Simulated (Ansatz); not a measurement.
# BC2 (quartet): from Hartree-Fock to the top rungs, cc-pVTZ

The task here is to estimate one member of a computed series from the others.

The runs use Ansatz 0.2.0, Gaussian basis; cc-pVTZ, core rule «outside noble gas», up to 3 orbitals frozen.

The runs, in order: UHF; CCSD(T) on ROHF; CCSD(T) on UHF; BCCD(T) on ROHF; CCSDT(Q) on ROHF; CCSDT(Q) on UHF; CASSCF and NEVPT2, 11 electrons in 12 orbitals.

5 further runs of the same task are left out: 5 set aside as unsound or not needed. Runs told in other sessions of the task aren't counted.

### The geometry

The geometry is a PBE0/def2-TZVP stationary point (not a proven minimum).

3 atoms, charge 0, spin multiplicity 4.

Atoms are counted from 1 here; the program's logs count them from 0.

Bond lengths: B1–C2 1.416 Å, C2–C3 1.238 Å. Angles: B1–C2–C3 180.0°.

Coordinates:

| atom | x (Å) | y (Å) | z (Å) |
| --- | --- | --- | --- |
| B1 | 0.00000 | 0.00000 | -1.35690 |
| C2 | 0.00000 | 0.00000 | 0.05950 |
| C3 | 0.00000 | 0.00000 | 1.29740 |

The first run:

File in.yaml:

```yaml
crystal:
  periodic: [false, false, false]
  atoms:
    - {symbol: B, position_ang: [0.000000, 0.000000, -1.356900]}
    - {symbol: C, position_ang: [0.000000, 0.000000, 0.059500]}
    - {symbol: C, position_ang: [0.000000, 0.000000, 1.297400]}
basis:
  gaussian: {orbitals: cc-pVTZ}
magnetization: {spin_polarized: true, initial_magnetization: 3}
hamiltonian: {xc: hf}
output: {orbitals: {seedname: orbitals}}
```

The run is started by

```console
$ ansatz run in.yaml --threads 1 --pin off --events-out ev --progress --plain --max-ram 2816MiB --backend cpu
```

Among the steps run: UHF; CCSD(T) on ROHF; CCSD(T) on UHF; BCCD(T) on ROHF; CCSDT(Q) on ROHF; CCSDT(Q) on UHF; CASSCF and NEVPT2, 11 electrons in 12 orbitals.

One of the session's tables, all rows but one given; the rest of the session is left out.

It belongs to the step «Misses and costs». 

| method | from RCCSDT(Q) (meV) |
| --- | --- |
| ROHF | +9617.3 |
| UHF | +8759.0 |
| RMP2 | +1076.9 |
| UMP2 | +1709.7 |
| RCCSD | +624.9 |
| UCCSD | +596.8 |
| RCCSD(T) | +77.7 |
| UCCSD(T) | +109.4 |
| BCCD(T) | +78.1 |
| RCCSDT | +51.1 |
| UCCSDT | +43.3 |
| RCCSDT(Q) | 0 |
| UCCSDT(Q) | -3.9 |
| CASSCF valence | ? |
| NEVPT2 valence | +1049.9 |

**Question.** Estimate the row for CASSCF valence.

As computed: from RCCSDT(Q) (meV): +5272.2. In the column «from RCCSDT(Q) (meV)» it lies between UMP2 (+1709.7) and UHF (+8759.0).

With the free atoms at the same levels and basis (separate runs), the atomisation energy is 9.448 eV at RCCSDT(Q), 9.409 eV at RCCSD(T), 9.373 eV at UCCSD(T), 6.887 eV at ROHF.

To keep in mind: Restricted and unrestricted rows rest on different reference determinants; a gap between their highest levels can come from leftover correlation error, from unlike frozen cores or from another state.
